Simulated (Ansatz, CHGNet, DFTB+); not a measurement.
Diamond-structure Si, TO phonon frequency at L

Reference value: 490 cm⁻¹ (measured, temperature not stated, no zero-point or thermal correction; as tabulated in Yang et al. (2021), arXiv:2106.07201).

```json
[
 {"level (code)": "DFTB cp2k-nonscc (DFTB+)", "value (cm⁻¹)": "___", "cell (Å³/atom)": "19.81"},
 {"level (code)": "DFTB cp2k-nonscc-sid (DFTB+)", "value (cm⁻¹)": "570", "cell (Å³/atom)": "19.59"},
 {"level (code)": "CHGNet-r²SCAN (CHGNet)", "value (cm⁻¹)": "___", "cell (Å³/atom)": "20.14"},
 {"level (code)": "LDA (Ansatz)", "value (cm⁻¹)": "489", "cell (Å³/atom)": "19.70"},
 {"level (code)": "PBE (Ansatz)", "value (cm⁻¹)": "477", "cell (Å³/atom)": "20.46"},
 {"level (code)": "r²SCAN (Ansatz)", "value (cm⁻¹)": "492", "cell (Å³/atom)": "20.17"}
]
```

Question: Complete the blanks.

Answer: 
- DFTB cp2k-nonscc (DFTB+), value (cm⁻¹): 559
- CHGNet-r²SCAN (CHGNet), value (cm⁻¹): 342

Differences against the reference: DFTB cp2k-nonscc +14.1 %, DFTB cp2k-nonscc-sid +16.3 %, CHGNet-r²SCAN -30 %, LDA -0.2 %, PBE -2.7 %, r²SCAN +0.4 %.

Nearest, and too close to rank with a margin of 3.0 % (twice that across the reference) picked here for doubts on the reference and the settings, and for temperature and zero-point motion: LDA (-0.2 %), r²SCAN (+0.4 %), PBE (-2.7 %). CHGNet-r²SCAN (-30 %) lies farthest from it. Within 10 %: LDA, PBE, r²SCAN.

The reference has no zero-point or thermal correction, while the calculations are for a static lattice, so the differences are not the levels' errors alone.  DFTB cp2k-nonscc, DFTB cp2k-nonscc-sid: this tight-binding set is not self-consistent in the charges. Each level is taken at its own relaxed cell. Cutoffs differ between the levels. Ansatz's density-functional and Hartree–Fock values are scalar-relativistic unless marked +SOC, with PAW data made under PBE.

Machine-learned potentials (CHGNet-r²SCAN) are trained on DFT data, which may include these solids.

Differences are worked out from the printed values.

Ansatz is a quantum-chemistry and plane-wave program.
